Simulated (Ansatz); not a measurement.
Input (CCSDT(Q)/cc-pVDZ; Ansatz, a quantum-chemistry and plane-wave program):

Ansatz 0.2 input:
```yaml
crystal:
  periodic: [false, false, false]
  atoms:
    - {symbol: C, position_ang: [-0.89003452, -0.00503940, 0.00658504]}
    - {symbol: O, position_ang: [-0.81527396, -1.01562247, 0.64008523]}
    - {symbol: O, position_ang: [0.16868768, 0.71691379, -0.45026202]}
    - {symbol: H, position_ang: [-1.81180777, 0.49694744, -0.30468965]}
    - {symbol: C, position_ang: [1.42724168, 0.27544195, -0.17823519]}
    - {symbol: H, position_ang: [1.55398746, -0.63018598, 0.38924230]}
    - {symbol: H, position_ang: [2.20726758, 0.90049269, -0.57323748]}
basis:
  gaussian:
    orbitals: cc-pVDZ
magnetization: {spin_polarized: true, initial_magnetization: 1}
correlation: {method: ccsdt_q, electrons: outside_noble_gas}
```

Output:

```
Functional definition: HF
integrals: 0.10 GiB planned
1328 factors; integrals over basis functions are off by at most 2.1e-7 eV
mean field: 0.30 GiB planned
mean field evaluation 1: about -6178.3553 eV, gradient 2.6e1 eV
mean field evaluation 2: about -6178.5073 eV, gradient 2.6e1 eV
mean field evaluation 4: about -6181.5790 eV, gradient 3.1e0 eV
mean field evaluation 8: about -6181.7018 eV, gradient 2.2e-1 eV
mean field evaluation 16: about -6178.3564 eV, gradient 2.6e1 eV
mean field evaluation 32: about -6176.8407 eV, gradient 6.4e-1 eV
mean field -6181.70258817 eV, -227.1733800069 hartree, gradient 2.7e-6 eV, S^2 0.762607; 0 other end points of the search recorded, 0 dependent functions left out
4 core orbitals not correlated
reference -6181.70258817 eV, -227.1733800069 hartree; 12, 11 occupied and 55, 56 virtual orbitals, 1328 factors
second order -16.52127413 eV of doubles, -0.00000000 eV of singles
coupled cluster: 7.25 GiB planned
cycle   1  -16.59633341 eV  change   -7.5e-2 eV  update   1.3e-1
cycle   2  -17.34973056 eV  change   -7.5e-1 eV  update   6.4e-2
cycle   3  -17.83709623 eV  change   -4.9e-1 eV  update   3.0e-2
cycle   4  -17.81697859 eV  change    2.0e-2 eV  update   1.1e-2
cycle   5  -17.78631658 eV  change    3.1e-2 eV  update   6.4e-3
cycle   6  -17.79367575 eV  change   -7.4e-3 eV  update   3.3e-3
cycle   7  -17.79878697 eV  change   -5.1e-3 eV  update   1.7e-3
cycle   8  -17.79794846 eV  change    8.4e-4 eV  update   9.3e-4
cycle   9  -17.79700795 eV  change    9.4e-4 eV  update   5.4e-4
cycle  10  -17.79749452 eV  change   -4.9e-4 eV  update   2.6e-4
cycle  11  -17.79708689 eV  change    4.1e-4 eV  update   1.5e-4
cycle  12  -17.79725339 eV  change   -1.7e-4 eV  update   8.3e-5
cycle  13  -17.79736930 eV  change   -1.2e-4 eV  update   4.2e-5
cycle  14  -17.79739306 eV  change   -2.4e-5 eV  update   2.2e-5
cycle  15  -17.79738862 eV  change    4.4e-6 eV  update   1.3e-5
cycle  16  -17.79739974 eV  change   -1.1e-5 eV  update   6.9e-6
cycle  17  -17.79739515 eV  change    4.6e-6 eV  update   3.7e-6
cycle  18  -17.79739547 eV  change   -3.2e-7 eV  update   1.9e-6
cycle  19  -17.79739782 eV  change   -2.3e-6 eV  update   8.9e-7
coupled cluster: 7.25 GiB planned
perturbative correction -0.05355433 eV, -0.0019680854 hartree
Total energy: -6199.55354032 eV, -227.8293903986 hartree
```
